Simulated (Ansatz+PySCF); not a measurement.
Results of a calculation; reference values are marked as such.
Input for PySCF 2.14.0:

```python
from pyscf import gto, scf, cc

mol = gto.M(atom="""
F 0.000000 0.000000 -1.376450
F 0.000000 0.000000 1.376450
""", basis='cc-pvdz', charge=0, spin=0)
mf = scf.RHF(mol)
mf.kernel()
mycc = cc.CCSD(mf, frozen=2).run()
et = mycc.ccsd_t()
print(mf.e_tot, mycc.e_corr, et, mycc.e_tot + et)
```

The script is written out from the run's settings.

Results

| Quantity | Value |
| --- | --- |
| Converged | yes |
| Reference energy | -198.42721 hartree |
| CCSD correlation energy | -0.58214 hartree |
| Triples correction | -0.06670 hartree |
| Total energy | -199.07606 hartree |

Caution: large amplitudes, a single reference is doubtful; an unrestricted determinant lies well below.
